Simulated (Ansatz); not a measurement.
# C5H8F (charge +1): ranking of conformers from a Python script

A script is to give a ranking of conformers; the system is C5H8F (charge +1).

All numbers are computed with the Python package of Ansatz 0.2.0. Level of theory: PBE0/cc-pVDZ.

**1. The system**

The script builds its own geometries from the SMILES C=C[C+](C)CF.

No structure file is read: the coordinates are typed or built in the script.

**2. The script**

Contents of c5h8f_conformers.py:

```python
# -*- coding: utf-8 -*-
"""Conformer energies of C5H8F(+)."""

import ansatz as az
from rdkit import Chem
from rdkit.Chem import AllChem


def main():
    rd = Chem.AddHs(Chem.MolFromSmiles("C=C[C+](C)CF"))
    ids = list(AllChem.EmbedMultipleConfs(rd, numConfs=20, randomSeed=949, pruneRmsThresh=0.4))
    field = [energy for _, energy in AllChem.MMFFOptimizeMoleculeConfs(rd)]
    distinct = {round(e, 2): i for i, e in zip(ids, field)}
    chosen = sorted(distinct.items())[:3]
    found = []
    for force_field, index in chosen:
        geometry = az.Crystal.molecule()
        for atom, xyz in zip(rd.GetAtoms(), rd.GetConformer(index).GetPositions()):
            geometry = geometry.atom(atom.GetSymbol(), xyz.round(5).tolist())
        calculation = (
            geometry.calculation()
            .basis(gaussian="cc-pVDZ")
            .functional("PBE0")
            .charge(1)
        )
        found.append(calculation.run(threads=1).report["free_energy_ev"])
    print("conformer   MMFF (kcal/mol)   this level (eV)")
    for (force_field, index), e in zip(chosen, found):
        print(f"{index:9d} {force_field - chosen[0][0]:17.2f} {(e - min(found)):17.3f}")


if __name__ == "__main__":
    main()
```

**3. The input behind the calls**

The engine receives this input (first run):

```yaml
crystal:
  periodic: [false, false, false]
  atoms:
    - { symbol: C, position_ang: [1.99611, -0.04899, -0.89848] }
    - { symbol: C, position_ang: [1.17746, 0.39412, 0.06282] }
    - { symbol: C, position_ang: [-0.22605, 0.06914, 0.19087] }
    - { symbol: C, position_ang: [-1.0099, 0.6468, 1.32623] }
    - { symbol: C, position_ang: [-0.93663, -0.82824, -0.77128] }
    - { symbol: F, position_ang: [-2.24798, -0.97468, -0.43136] }
    - { symbol: H, position_ang: [1.67514, -0.71196, -1.69413] }
    - { symbol: H, position_ang: [3.03947, 0.25411, -0.90749] }
    - { symbol: H, position_ang: [1.59351, 1.05797, 0.82016] }
    - { symbol: H, position_ang: [-1.42213, -0.1544, 1.94808] }
    - { symbol: H, position_ang: [-0.40067, 1.28786, 1.97135] }
    - { symbol: H, position_ang: [-1.83914, 1.25138, 0.94494] }
    - { symbol: H, position_ang: [-0.90885, -0.41614, -1.78425] }
    - { symbol: H, position_ang: [-0.49033, -1.82698, -0.77747] }
basis:
  gaussian:
    orbitals: cc-pVDZ
hamiltonian:
  xc: pbe0
total_charge: 1.0
```

**4. The run**

Launch:

```
> python c5h8f_conformers.py
```

Standard output:

```text
conformer   MMFF (kcal/mol)   this level (eV)
        0              0.00             0.070
        3              0.17             0.000
        2              0.25             0.285
```

It took 12 s on 1 thread of Arm Neoverse V2, shared host; peak memory 0.37 GiB.

**5. Inputs of later runs**

The engine's inputs for the other runs:

Run 2, against run 1:

```diff
@@ -4,14 +4,14 @@
-    - { symbol: C, position_ang: [1.99611, -0.04899, -0.89848] }
-    - { symbol: C, position_ang: [1.17746, 0.39412, 0.06282] }
-    - { symbol: C, position_ang: [-0.22605, 0.06914, 0.19087] }
-    - { symbol: C, position_ang: [-1.0099, 0.6468, 1.32623] }
-    - { symbol: C, position_ang: [-0.93663, -0.82824, -0.77128] }
-    - { symbol: F, position_ang: [-2.24798, -0.97468, -0.43136] }
-    - { symbol: H, position_ang: [1.67514, -0.71196, -1.69413] }
-    - { symbol: H, position_ang: [3.03947, 0.25411, -0.90749] }
-    - { symbol: H, position_ang: [1.59351, 1.05797, 0.82016] }
-    - { symbol: H, position_ang: [-1.42213, -0.1544, 1.94808] }
-    - { symbol: H, position_ang: [-0.40067, 1.28786, 1.97135] }
-    - { symbol: H, position_ang: [-1.83914, 1.25138, 0.94494] }
-    - { symbol: H, position_ang: [-0.90885, -0.41614, -1.78425] }
-    - { symbol: H, position_ang: [-0.49033, -1.82698, -0.77747] }
+    - { symbol: C, position_ang: [1.7571, -0.98837, 0.79407] }
+    - { symbol: C, position_ang: [0.84875, -0.00857, 0.87] }
+    - { symbol: C, position_ang: [-0.24731, 0.19762, -0.05106] }
+    - { symbol: C, position_ang: [-0.47875, -0.70113, -1.22319] }
+    - { symbol: C, position_ang: [-1.19694, 1.33856, 0.14932] }
+    - { symbol: F, position_ang: [-0.88493, 2.08374, 1.2456] }
+    - { symbol: H, position_ang: [2.54579, -1.0592, 1.53727] }
+    - { symbol: H, position_ang: [1.75186, -1.73807, 0.01083] }
+    - { symbol: H, position_ang: [0.92984, 0.70294, 1.69216] }
+    - { symbol: H, position_ang: [-0.65779, -1.73007, -0.89514] }
+    - { symbol: H, position_ang: [0.38208, -0.68819, -1.89935] }
+    - { symbol: H, position_ang: [-1.35393, -0.38304, -1.79942] }
+    - { symbol: H, position_ang: [-1.17889, 2.00688, -0.71672] }
+    - { symbol: H, position_ang: [-2.21689, 0.9669, 0.28562] }
```

Run 3, against run 1:

```diff
@@ -4,14 +4,14 @@
-    - { symbol: C, position_ang: [1.99611, -0.04899, -0.89848] }
-    - { symbol: C, position_ang: [1.17746, 0.39412, 0.06282] }
-    - { symbol: C, position_ang: [-0.22605, 0.06914, 0.19087] }
-    - { symbol: C, position_ang: [-1.0099, 0.6468, 1.32623] }
-    - { symbol: C, position_ang: [-0.93663, -0.82824, -0.77128] }
-    - { symbol: F, position_ang: [-2.24798, -0.97468, -0.43136] }
-    - { symbol: H, position_ang: [1.67514, -0.71196, -1.69413] }
-    - { symbol: H, position_ang: [3.03947, 0.25411, -0.90749] }
-    - { symbol: H, position_ang: [1.59351, 1.05797, 0.82016] }
-    - { symbol: H, position_ang: [-1.42213, -0.1544, 1.94808] }
-    - { symbol: H, position_ang: [-0.40067, 1.28786, 1.97135] }
-    - { symbol: H, position_ang: [-1.83914, 1.25138, 0.94494] }
-    - { symbol: H, position_ang: [-0.90885, -0.41614, -1.78425] }
-    - { symbol: H, position_ang: [-0.49033, -1.82698, -0.77747] }
+    - { symbol: C, position_ang: [-2.03825, -0.59285, -0.50469] }
+    - { symbol: C, position_ang: [-0.87568, -0.87717, 0.09391] }
+    - { symbol: C, position_ang: [0.29242, -0.02392, 0.10438] }
+    - { symbol: C, position_ang: [0.3248, 1.29956, -0.58962] }
+    - { symbol: C, position_ang: [1.52125, -0.45883, 0.83811] }
+    - { symbol: F, position_ang: [1.95661, 0.53154, 1.6647] }
+    - { symbol: H, position_ang: [-2.86573, -1.29451, -0.45684] }
+    - { symbol: H, position_ang: [-2.20965, 0.32976, -1.04873] }
+    - { symbol: H, position_ang: [-0.7947, -1.82535, 0.62416] }
+    - { symbol: H, position_ang: [0.06656, 1.19349, -1.64815] }
+    - { symbol: H, position_ang: [1.32255, 1.74823, -0.54257] }
+    - { symbol: H, position_ang: [-0.37592, 1.99808, -0.12137] }
+    - { symbol: H, position_ang: [2.32668, -0.68227, 0.13192] }
+    - { symbol: H, position_ang: [1.34906, -1.34576, 1.45481] }
```

Lines on the test bed's own set-up are left out of the output.

A comment line of the script is reworded here; the code is as run.

**6. The runs side by side**

The 3 runs, in the order started:

| run | energy from run 2 (eV) | SCF cycles | CPU time (s) |
| --- | --- | --- | --- |
| 1 | 0.0701 | 17 | 3.8 |
| 2 | 0.0000 | 17 | 3.7 |
| 3 | 0.2847 | 17 | 3.9 |

**7. Results**

| quantity | value |
| --- | --- |
| runs compared | 3 |
| lowest | run 2 |
| next above it by | 0.070 eV |

What this shows: The structures are force-field minima, not relaxed at this level. Of those tried, run 2 is lowest; run 1 lies 0.070 eV above it. The conformers keep their force-field geometries.
